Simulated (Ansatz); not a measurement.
# Counterpoise correction, worked out

The pair of HCl (SMILES Cl, atoms 1–2) and H₂O₂ (SMILES OO, atoms 3–6), both closed shells, in one local arrangement (a lower one may exist), relaxed at PBE0-D4/def2-TZVP:

```
6
angstrom
Cl -0.1445 0.8863 -2.5110
H -0.1426 0.3242 -1.3426
O -0.2573 -0.5380 0.3299
O 0.5299 0.2410 1.2246
H -1.1295 -0.4873 0.7424
H 1.1441 -0.4262 1.5568
```

Ansatz 0.2.0; basis: def2-TZVPPD; cores frozen in the correlated methods.

CCSD(T) total energies in eV:

| system | geometry | basis functions | energy |
| --- | --- | --- | --- |
| pair | pair | all | -16645.48595 |
| HCl | as in the pair | all (partner as ghosts) | -12526.32647 |
| H₂O₂ | as in the pair | all (partner as ghosts) | -4118.98899 |
| HCl | as in the pair | its own | -12526.31305 |
| H₂O₂ | as in the pair | its own | -4118.97330 |
| HCl | free (PBE0-D4 minimum) | its own | -12526.32008 |
| H₂O₂ | free (PBE0-D4 minimum) | its own | -4118.97671 |

Work out the interaction energy with and without the counterpoise correction, the superposition error, and the binding energy from the relaxed fragments.

Without correction: -16645.48595 − (-12526.31305) − (-4118.97330) = -0.19960 eV.
With correction (each fragment in the whole basis): -16645.48595 − (-12526.32647) − (-4118.98899) = -0.17049 eV = -3.93 kcal/mol.
The superposition error is the difference, 0.02911 eV, 15 % of the uncorrected value: each fragment borrows its partner's functions.
Deformation from the free shapes: 0.00703 eV for HCl and 0.00341 eV for H₂O₂.
Binding energy from relaxed fragments: -0.17049 + 0.00703 + 0.00341 = -0.16005 eV = -3.69 kcal/mol (electronic, without zero-point energy; negative means bound). For comparison, the corrected interaction energy by CCSD(T) at an estimated basis limit (MP2 extrapolated from triple and quadruple zeta, plus CCSD(T) − MP2 in triple zeta) is -0.193 eV; triple zeta with the correction binds less.

No T1 diagnostic of these runs exceeds 0.013.

For scale, one of the runs: CCSD(T)/def2-TZVPPD, 182 basis functions, launched by `ansatz run in.yaml --threads 2 --pin off --events-out ev --progress --plain --max-ram 5222MiB`. The run took 15 s on 2 CPU threads of an Intel Xeon 6975P-C (shared host), with 1.9 GiB of host memory at its peak.
